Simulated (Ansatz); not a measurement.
**SiNHO (triplet): from Hartree-Fock to the top rungs, cc-pVDZ**

The task here is to estimate one member of a computed series from the others.

Method: cc-pVDZ, core rule «outside noble gas», up to 7 orbitals frozen; program: Ansatz 0.2.0, Gaussian basis.

Plan: UHF; CCSD(T) on ROHF; CCSD(T) on UHF; BCCD(T) on ROHF; CISD; CCSDT(Q) on ROHF; CCSDT(Q) on UHF.

6 further runs of the same task are left out: 6 set aside as unsound or not needed.

### What is computed

The geometry is a PBE0/def2-TZVP stationary point (not a proven minimum).

4 atoms, charge 0, spin multiplicity 3.

Atoms are counted from 1 here; the program's logs count them from 0.

Bond lengths: O1–N2 1.340 Å, O1–H4 0.970 Å, N2–Si3 1.779 Å. Angles: N2–O1–H4 105.4°, O1–N2–Si3 115.0°.

Set-up of the first run:

in.yaml reads:

```yaml
crystal:
  periodic: [false, false, false]
  atoms:
    - {symbol: O, position_ang: [0.000000, 0.337434, 1.469190]}
    - {symbol: N, position_ang: [0.000000, -0.573001, 0.485749]}
    - {symbol: Si, position_ang: [0.000000, 0.099776, -1.161533]}
    - {symbol: H, position_ang: [0.000000, -0.173786, 2.294129]}
basis:
  gaussian: {orbitals: cc-pVDZ}
magnetization: {spin_polarized: true, initial_magnetization: 2}
hamiltonian: {xc: hf}
output: {orbitals: {seedname: orbitals}}
```

On the command line:

```sh
ansatz run in.yaml --threads 1 --pin off --events-out ev --progress --plain --max-ram 4096MiB --backend cpu
```

Steps of the session up to this table: UHF; CCSD(T) on ROHF; CCSD(T) on UHF; BCCD(T) on ROHF; CISD; CCSDT(Q) on ROHF; CCSDT(Q) on UHF.

One table of the session follows, with a row left open; its other results are not shown here.

It belongs to the step «Misses and costs». 

```
   method  from UCCSDT(Q) (kJ/mol)
     ROHF                  +1166.7
      UHF                  +1142.9
     RMP2                   +127.4
     UMP2                   +132.5
     CISD                   +168.3
    RCCSD                    +42.4
    UCCSD                        ?
 RCCSD(T)                     +7.4
 UCCSD(T)                     +7.5
  BCCD(T)                     +7.1
   RCCSDT                     +4.1
   UCCSDT                     +4.0
RCCSDT(Q)                     +0.5
UCCSDT(Q)                        0
```

Q: Estimate the row for UCCSD from the others.

**Answer.** from UCCSDT(Q) (kJ/mol): +42.0. In the column «from UCCSDT(Q) (kJ/mol)» it lies between UCCSD(T) (+7.5) and RCCSD (+42.4).

Limits of these values: Restricted and unrestricted rows rest on different reference determinants; where their highest levels disagree by more than a few hundredths of an eV, they describe different states and don't form one ladder.
